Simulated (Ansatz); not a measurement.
2H WS2 was calculated with rVV10 in Ansatz (PAW).

Run with plane-wave cutoff 500 eV, 12×12×4 k mesh (along the axes of the cell as run), gaussian smearing 0.02 eV, no spin polarisation, scalar-relativistic PAW data made under PBE.

Computed at the level's own relaxed cell.

**Question.** What does this level give for the volume per atom, equilibrium lattice constant a, lattice parameter c and band gap?

**Answer.** 
- volume per atom = 18.60 Å³/atom
- equilibrium lattice constant a = 3.214 Å
- lattice parameter c = 12.474 Å
- band gap = 0.94 eV (on the SCF k mesh)

Measured, for comparison: band gap 1.35 eV (room temperature, no zero-point or thermal correction, bulk 2H; as tabulated in Bastos et al. (2019), arXiv:1903.08112); lattice constant a 3.153 Å, lattice parameter c 12.323 Å (300 K, no zero-point or thermal correction; as tabulated in arXiv:1605.07067). Computed (rounded) less measured: lattice constant a +1.9 %, lattice parameter c +1.2 %.

Spin–orbit coupling is not included.

Static lattice: no zero-point or thermal effects.

Computing time: roughly 70 core-seconds.

Ansatz is a quantum-chemistry and plane-wave program.
